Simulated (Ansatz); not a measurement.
Problem. Name a neutral molecule of S, Si and H with size of the dipole moment (B3LYP/def2-TZVPP) between 1.30 and 1.60 D and LUMO energy (PBE0/def2-TZVPP) between -0.15 and 0.15 eV (Ansatz, PBE0-D4/def2-TZVP geometry).

Solution. `S[SiH2]S` (1.39 D, 0.00 eV). Other molecules can fit too; these were computed, each in one conformer that needn't be the lowest.

B3LYP here is the variant with VWN-RPA as its local correlation; programs differ in this.
